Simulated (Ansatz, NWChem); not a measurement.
## F2 (fluorine): the vertical ionisation energy from total energies

F2 has 2 atoms, charge 0, and is taken as a singlet. As SMILES, `FF`. The coordinates come from a PBE0-D4/def2-TZVP relaxation.

```xyz
2

F    -0.5839    0.2124   -0.2950
F     0.5839   -0.2124    0.2950
```

Both states at this one shape; open shells run unrestricted unless said. 1 Eh = 27.2114 eV.

```tsv
level	program	singlet F2 (Eh)	doublet [F2]+ (Eh)
BLYP/STO-3G	Ansatz	-196.618001	-196.229277
PBE0/def2-SVP	NWChem	-199.155661	-198.577103
```

Task: Work out the vertical ionisation energy at each level.

Result: 
1. BLYP/STO-3G: -196.229277 − (-196.618001) = 0.388724 Eh = 10.58 eV.
2. PBE0/def2-SVP: -198.577103 − (-199.155661) = 0.578558 Eh = 15.74 eV.

No measured value is set beside it here; the levels span 10.58 to 15.74 eV. Minimal sets are far from the basis-set limit.
